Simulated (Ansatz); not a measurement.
Basis-set extrapolation for C₄H₉, SMILES `C[CH]CC` radical (PBE0-D4/def2-TZVP geometry, frozen core, Ansatz 0.2.0). Multiplicity 2, UHF reference.

```json
{"": "HF", "def2-TZVPP": "-156.730806", "def2-QZVPP": "-156.738364"}
{"": "MP2 correlation", "def2-TZVPP": "-0.676941", "def2-QZVPP": "-0.719717"}
{"": "CCSD(T) correlation", "def2-TZVPP": "-0.757030", "def2-QZVPP": "not run"}
```

Energies in hartree. Use E(X) = E(∞) + A·exp(−7.88·√X) for Hartree–Fock and E(X) = E(∞) + B·X^(−2.97) for correlation, with X = 3 and 4, and add CCSD(T) minus MP2 of the smaller set to the MP2 limit.

Task: What is the CCSD(T) energy at the basis-set limit?

Result: HF limit: -156.738364 + (-0.007558) × 0.13774 = -156.73941. MP2 limit: -0.719717 + (-0.042776) × 0.74074 = -0.75140. Higher-order term: -0.757030 − (-0.676941) = -0.08009. Total: -157.57090 hartree, 218.1 kJ/mol below CCSD(T)/def2-TZVPP.
